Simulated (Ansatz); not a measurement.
CH2O3 (`O=C(O)O`). Charge 0, multiplicity 1.

```xyz
6

O     1.2661   -0.3467    0.1135
C     0.1128   -0.0309    0.0101
O    -0.3634    1.2070    0.1174
O    -0.8986   -0.8615   -0.2305
H     0.3967    1.7752    0.2907
H    -0.5137   -1.7432   -0.3012
```

Problem. List the harmonic frequencies (cm⁻¹, unscaled) at PBE0-D4/def2-TZVP in Ansatz. (Best estimate.)

Solution. The calculation gave: 538, 552, 607, 608, 817, 1006, 1172, 1294, 1489, 1865, 3837, 3840.

Problem. Is this a minimum?

Solution. Yes, all 12 modes are real.

Problem. Give the ideal-gas thermochemistry at 298.15 K and 1 bar (rigid rotor, harmonic oscillator; point group C2v, symmetry number 2).

Solution. Zero-point energy 105.4 kJ/mol; H(298) − E = 117.5 kJ/mol; entropy 262.7 J/(mol·K), of which translation 160.3, rotation 92.6, vibration 9.9; G(298) − E = 39.2 kJ/mol.

Problem. And at 400, 500, 600, 800 and 1000 K?

Solution. 
| T (K) | H − E (kJ/mol) | S (J/mol/K) | G − E (kJ/mol) |
| --- | --- | --- | --- |
| 400 | 124.0 | 281.4 | 11.5 |
| 500 | 131.5 | 298.0 | -17.5 |
| 600 | 139.8 | 313.2 | -48.1 |
| 800 | 158.3 | 339.7 | -113.4 |
| 1000 | 178.5 | 362.2 | -183.7 |
